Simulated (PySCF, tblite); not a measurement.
**C4H7FN radical: geometry, infrared bands and EPR parameters**

Aim: predict the infrared bands and EPR parameters of C4H7FN radical (`C=C(F)C[N]C`).

Computed with tblite 0.8.0 and PySCF 2.14.0, with density-fitted response routines of our own, on a single molecule in the gas phase. Atoms count from 0, in the outputs and in this text.

### 1 The molecule as given

13 atoms, charge 0, multiplicity 2; geometry from: force field or distance geometry start.

Bonds of the start (Å): C0–C1 1.33, C1–F2 1.36, C1–C3 1.49, C3–N4 1.47, N4–C5 1.47, C0–H6 1.11, C0–H7 1.08, C3–H8 1.10, C3–H9 1.13, C5–H10 1.11, C5–H11 1.11, C5–H12 1.13.

### 2 Optimising the geometry with GFN2-xTB

The job: settings as JSON, then the geometry in Å.

```
{"job": {"kind": "relax", "xc": "GFN2-xTB", "basis": "xTB"}, "charge": 0, "multiplicity": 2}
C     -2.188900    -0.372200    -0.359600
C     -1.410800     0.655600    -0.031800
F     -2.047900     1.773600     0.416600
C      0.074100     0.606400    -0.111700
N      0.553200    -0.699800    -0.585800
C      2.002800    -0.648500    -0.372900
H     -3.274400    -0.171100    -0.246500
H     -1.810400    -1.314300    -0.714500
H      0.503100     1.402400    -0.735900
H      0.460600     0.681300     0.947300
H      2.525900    -1.325300    -1.074200
H      2.229500    -0.990100     0.660300
H      2.378800     0.402400    -0.531700
```

Launch:

```
$ OMP_NUM_THREADS=1 python probes_run.py task.json out
```

One launch serves the whole session: the jobs run in the order shown.

**Question.** This job is followed by: GFN2-xTB harmonic vibrations, gas phase; UKS B3LYP, pcH-1 on C F H N, non-relativistic, mean-field spin-orbit, GIAO. What will the session give for the following? strongest single infrared mode (GFN2-xTB); zero-point energy (GFN2-xTB); g(iso) (B3LYP); ⟨S²⟩; largest a(iso) (averaged by class); surface potential, 1st and 99th percentile.

**Answer**, as computed:

```
                                 quantity                    value
strongest single infrared mode (GFN2-xTB)     1188 cm⁻¹, 89 km/mol
             zero-point energy (GFN2-xTB)            62.2 kcal/mol
                           g(iso) (B3LYP)                  2.00446
                                     ⟨S²⟩       0.754 (exact 0.75)
       largest a(iso) (averaged by class)  1H on H8, H9, 133.7 MHz
    surface potential, 1st and 99th percentile       -1.28 V and 0.96 V
```

Relaxing lowered the energy by 0.464 eV in 64 steps; the close pair that moved most is C3–N4, from 1.470 to 1.402 Å. No mode is imaginary among the 33: a minimum at this level. The strongest single mode, at 1188 cm⁻¹, is spread over many atoms; the largest shares are those of C1, N4. Unscaled tight-binding wavenumbers are off by several per cent, some by more. Its intensities can rank the bands wrongly. Most of the unpaired spin sits on N4 (0.90 e). The isotropic g lies 2.1 ppt above the free-electron value.
